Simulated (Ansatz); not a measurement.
CH$_{2}$ (triplet). Total charge 0; spin multiplicity 3. Geometry: relaxed with PBE0-D4/def2-TZVP.

```xyz
3

C     0.205    0.176    0.056
H    -0.209    0.322   -0.929
H     0.004   -0.499    0.873
```

(1) What is the dipole moment at B3LYP/def2-TZVPP? (Estimate.)

(2) And with PBE, r2SCAN, ωB97M-V? (Best estimate.)

(3) Give the Mulliken charges with B3LYP, ωB97M-V, r2SCAN in def2-TZVPP. (Estimate.)

## Answers

(1) The calculation gave: 0.64 D, with components (-0.47, -0.41, -0.13) D in this frame, pointing from negative to positive charge.

(2) Computed: PBE 0.63 D, r2SCAN 0.59 D, ωB97M-V 0.65 D.

(3) Ansatz gave: 
```tsv
atom	B3LYP	ωB97M-V	r2SCAN
C1	-0.29	-0.29	-0.27
H2	0.14	0.15	0.13
H3	0.14	0.15	0.13
```

B3LYP here is the variant with VWN-RPA as its local correlation; programs differ in this.
